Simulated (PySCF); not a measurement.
C3H4, SMILES C#CC (connectivity only; charge and spin as stated), charge +1, multiplicity 2.

The structure is a stationary point at B3LYP-D3(BJ)/def2-TZVP. A frequency run showed that this geometry is not a minimum. The spin state was assumed, not searched.

Level of theory: TDA-PBE/def2-SVPD (PySCF).

Vertical excitations. The molecule is in vacuum.

Task: Estimate the UV-visible absorptions. (Estimate from the structure and the level; the computed values follow.)

Result: 
```json
[
 {"state": "root 1", "energy (eV)": "0.33", "λ (nm)": "3719", "f": "0.000", "main pairs": "β HOMO→LUMO 100 %"},
 {"state": "root 2", "energy (eV)": "3.91", "λ (nm)": "317", "f": "0.001", "main pairs": "β HOMO−2→LUMO 99 %"},
 {"state": "root 3", "energy (eV)": "4.26", "λ (nm)": "291", "f": "0.075", "main pairs": "β HOMO−1→LUMO 94 %"},
 {"state": "root 4", "energy (eV)": "4.85", "λ (nm)": "256", "f": "0.006", "main pairs": "β HOMO−3→LUMO 98 %"},
 {"state": "root 5", "energy (eV)": "5.59", "λ (nm)": "222", "f": "0.000", "main pairs": "α HOMO→LUMO+1 40 %, β HOMO→LUMO+1 56 %"},
 {"state": "root 6", "energy (eV)": "5.90", "λ (nm)": "210", "f": "0.000", "main pairs": "α HOMO→LUMO 87 %, β HOMO→LUMO+2 10 %"},
 {"state": "root 7", "energy (eV)": "6.51", "λ (nm)": "191", "f": "0.000", "main pairs": "β HOMO−4→LUMO 98 %"},
 {"state": "root 8", "energy (eV)": "6.70", "λ (nm)": "185", "f": "0.009", "main pairs": "α HOMO−1→LUMO 68 %, α HOMO→LUMO+1 24 %, β HOMO→LUMO+1 7 %"},
 {"state": "root 9", "energy (eV)": "6.88", "λ (nm)": "180", "f": "0.000", "main pairs": "α HOMO−1→LUMO+1 15 %, α HOMO→LUMO 13 %, β HOMO→LUMO+2 72 %"},
 {"state": "root 10", "energy (eV)": "7.50", "λ (nm)": "165", "f": "0.001", "main pairs": "α HOMO−1→LUMO+1 83 %, β HOMO→LUMO+2 17 %"}
]
```
Unrestricted roots are not spin-pure.
